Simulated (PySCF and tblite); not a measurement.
The numbers below are computed, except where a source is named.
C3H6Cl2, numbered as in [CH3:1][C@H:2]([Cl:3])[CH2:4][Cl:5].

The ensemble was built from 90 distance-geometry starts (ETKDG and KDG, MMFF94s, GFN2-xTB) and rests on PBE0-D3(BJ)/def2-SVP geometries. Free energies are PBE0-D3(BJ)/def2-TZVP single points with GFN2-xTB rigid-rotor and vibrational terms (modes under about 100 cm⁻¹ blended into free rotors). Symmetry numbers and mirror images are counted. Conformers within 4 kcal/mol (GFN2-xTB free energy) were kept, 5 at most. GIAO shieldings: PBE0/pcSseg-1. Shifts are against TMS (¹H), TMS (¹³C) at the same level; of two unlike H on one atom, a is the less shielded. Programs: PySCF with density fitting and tblite.

Torsions listed: Cl3–C2–C4–Cl5.

```json
{"conformer": "1", "shape": "173°", "symmetry": "C1", "E(GFN2) kcal/mol": "0.00", "E(DFT) kcal/mol": "0.00"}
{"conformer": "2", "shape": "65°", "symmetry": "C1", "E(GFN2) kcal/mol": "1.55", "E(DFT) kcal/mol": "1.53"}
{"conformer": "3", "shape": "-67°", "symmetry": "C1", "E(GFN2) kcal/mol": "1.71", "E(DFT) kcal/mol": "1.46"}
```

Question: How much do the weights at 298.15 K and the averaged shift of H4a depend on how the conformers are weighted?

Answer: 
```tsv
weighting	1 (%)	2 (%)	3 (%)	δ (ppm)	rms dipole (D)
DFT energy with thermal terms, symmetry and mirror images (full scheme)	86	7	7	3.51	1.19
DFT energy with symmetry and mirror images	86	6	7	3.52	1.17
bare DFT energy	86	6	7	3.52	1.17
GFN2-xTB energy with symmetry and mirror images	89	7	5	3.52	1.09
GFN2-xTB free energy	88	7	5	3.52	1.12
leading conformer alone	100	0	0	3.55	0.52
equal weights	33	33	33	3.38	2.37
full scheme, search stopped after three starts	92	0	8	3.54	0.91
```

The largest departure from the full scheme, 0.13 ppm, comes with: equal weights.
